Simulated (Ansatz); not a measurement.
# Basis-set limit of Cl, doublet

A free Cl atom.

Ansatz 0.2.0, UHF determinant, valence electrons correlated. Energies in eV.

```
       set  X  functions  Hartree–Fock  MP2 correlation  CCSD(T) correlation                                                                                               time
def2-TZVPP  3         42   -12503.0021          -4.3117              -5.1101  3.2 s on 1 × NVIDIA H100 80GB HBM3 with 1 thread of AMD EPYC 7R13 Processor (Zen 3) (shared host)
def2-QZVPP  4         70   -12503.3474          -4.7896              -5.6002  3.5 s on 1 × NVIDIA H100 80GB HBM3 with 1 thread of AMD EPYC 7R13 Processor (Zen 3) (shared host)
```

Hartree–Fock is taken to follow E(X) = E∞ + A·exp(−7.88·√X), correlation E(X) = E∞ + B·X^−2.97.

Q: Work out the CCSD(T) energy at the limit, and how far the shortcut misses it that extrapolates MP2 and adds CCSD(T) minus MP2 from the smaller set.

A: Hartree–Fock: E∞ = E4 + 0.1377·(E4 − E3) = -12503.3949. Correlation: E∞ = E4 + 0.7407·(E4 − E3) = -5.9633 for CCSD(T) and -5.1437 for MP2. The limit is -12509.3582 eV, 0.411 eV below def2-QZVPP. The shortcut gives a correlation energy of -5.1437 + (-0.7984) = -5.9421, 21 meV higher than the direct value.

Past Ne part of the Hartree–Fock step between the two sets comes from the cores, which don't follow the formula, so the 48 meV that it adds to the total can overshoot; that part largely cancels in differences.
